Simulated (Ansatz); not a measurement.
What it costs to change the join: rock-salt TiN (1 1 0) on polar orthorhombic HfO2 (1 1 0)

Periodic stacks without vacuum, rock-salt TiN (1 1 0) on polar orthorhombic HfO2 (1 1 0); both interfaces of a cell carry the change. As cut, the substrate ends in O and O planes and the film in NTi and NTi planes. All cells share the in-plane lattice within 0.1 %; atoms, period and the film's lateral shift were relaxed first with the CHGNet potential, then at PBE, once from one start each, so registries can end apart. The unchanged cell is such a single relaxation too: if a lower arrangement of it exists, the changes cost more than shown. Left out: 1 cell whose period moved by more than 2.5 % (with added atoms, fell by over 1 % or rose by over 10 %) or whose in-plane lattice differs.

Plane-wave PAW runs of Ansatz (a quantum-chemistry and plane-wave program), PBE at 420 eV, without spin–orbit coupling or a Hubbard term. The stacks are run without spin polarisation. The cells are models built for this series, cut from the relaxed bulk crystals, not measured interface structures.

```
cell                                atoms gained or lost  period at the end (Å)  total energy (eV)  energy per atom added, swapped in or removed (eV)
----------------------------------  --------------------  ---------------------  -----------------  -------------------------------------------------
unchanged                                              –                  22.53        -255435.557                                                  –
1 Al on Ti sites at each interface          +2 Al, −2 Ti                  22.39        -251508.664                                              +1.28
1 Mg on Ti sites at each interface          +2 Mg, −2 Ti                  22.89        -254280.723                                                  ?
1 O on N sites at each interface              −2 N, +2 O                  22.52        -255803.187                                              -2.86
1 Si on Ti sites at each interface          +2 Si, −2 Ti                  23.09        -251699.329                                              +4.26
```

References, each relaxed at the same level, per atom: Al from fcc Al, -537.505 eV; Mg from hcp Mg, -1923.802 eV; N from N2 molecule in a box, -384.013 eV; O from O2 molecule in a box, -564.968 eV; Si from silicon, -635.810 eV; Ti from hcp Ti, -2499.667 eV. O2 is the spin-polarised triplet, which PBE overbinds. Gases are single molecules in a box, without zero-point energy.

Q: Work out the missing value, for «1 Mg on Ti sites at each interface», and say where it stands among the rows.

A: [-254280.723 − (-255435.557) − 2 × (-1923.802) + 2 × (-2499.667)] / 2 = +1.55 eV, number 3 of 4 from the lowest. A positive value means that the change costs energy against the references at 0 K, at PBE.
